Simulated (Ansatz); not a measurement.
C4H6ClF (`C/C(F)=C(/C)Cl`). Charge 0, multiplicity 1.

```csv
atom,x (Å),y (Å),z (Å)
C1,0.086,-1.917,0.416
C2,0.086,-0.594,-0.239
F3,0.309,-0.681,-1.568
C4,-0.094,0.621,0.270
C5,-0.071,1.893,-0.498
Cl6,-0.383,0.795,1.969
H7,1.051,-2.409,0.263
H8,-0.683,-2.554,-0.030
H9,-0.101,-1.826,1.483
H10,0.709,2.557,-0.117
H11,-1.026,2.417,-0.399
H12,0.116,1.698,-1.553
```

(1) Give the diagnostics of a CCSD(T)/def2-TZVPP run (frozen core, Ansatz 0.2.0). (Best estimate.)

## Answers

(1) Computed: T1 = 0.0107, largest single amplitude 0.018, largest double 0.081, (T) share of the correlation energy 4.0 %, 9 CCSD cycles. The RHF solution is stable towards an unrestricted one. T1 lies under the customary mark of 0.02 for closed shells.
